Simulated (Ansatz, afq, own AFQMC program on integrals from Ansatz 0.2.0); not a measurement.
**CHGe, quartet: AFQMC among the cluster methods**

| atom | x (Å) | y (Å) | z (Å) |
| --- | --- | --- | --- |
| Ge | 0.0000 | -0.1297 | 1.8729 |
| C | 0.0000 | -0.3135 | -0.5391 |
| H | 0.0000 | 0.4432 | -1.3339 |

Connectivity, by distances: Ge–CH.

Basis cc-pVDZ. Only valence electrons are correlated. Ansatz 0.2.0 and our own AFQMC program on the same integrals; the CISD trial comes from CCSD amplitudes, and released means the phaseless constraint is let go. Free projection: walkers drawn from exp(T), propagated without any constraint. Its projection time is finite, and what remains of the start isn't in its error. Error bars are statistical, one sigma. No spin–orbit coupling.

Determinant: ROHF, the one that the program's search chose, which needn't be the lowest solution. The geometry is a point of a scan.

No full CI on the walks' own integrals is used here; CCSDT(Q) serves as the reference and is uncertain by about the last step of the cluster series.

Cautions: no relativity below Rb; no spin-orbit coupling; inner d shell frozen; lower spins were not checked; higher spins were not checked.

The T1 diagnostic is 0.0382. The weight of the determinant in the CISD state is 0.865. The size of the correlated space is 9 electrons in 31 orbitals.

| level | correlation energy (eV) |
| --- | --- |
| MP2 | -4.0491 |
| CCSD | -4.9857 |
| CCSD(T) | -5.1548 |

(1) Estimate where free-projection AFQMC lies against CCSD(T) on the same integrals.

(1) 7.1 ± 2.0 kJ/mol below CCSD(T).

Reference: CCSDT(Q), correlation energy -5.223 eV. The released energy is read at 2.40 1/Eh (meV from the phaseless value at times in 1/Eh: 14 ± 31 at 0.24, -29 ± 11 at 0.51, -22 ± 13 at 0.99, -27 ± 16 at 1.62, -41 ± 21 at 2.40).

```tsv
level	E − E(reference) (kJ/mol)	share of correlation (%)
CCSD(T)	6.5	98.70
CCSDT	1.4	99.73
ph-AFQMC/HF	16.1 ± 4.5	96.81
ph-AFQMC/CISD	6.2 ± 1.0	98.78
released AFQMC	2.2 ± 2.0	99.57
free AFQMC	-0.6 ± 2.0	100.11
```

Free projections are given only where their last times agree within the noise and don't stop above the reference; a slow remainder of the start can still hide under it. A walk keeps the symmetry of its determinant, which the program's search chose and which needn't be the lowest solution, so a lower state of the same spin and another symmetry isn't excluded. Released energies are given only where the last usable release times agree within the noise; a slower fall can still hide under it.
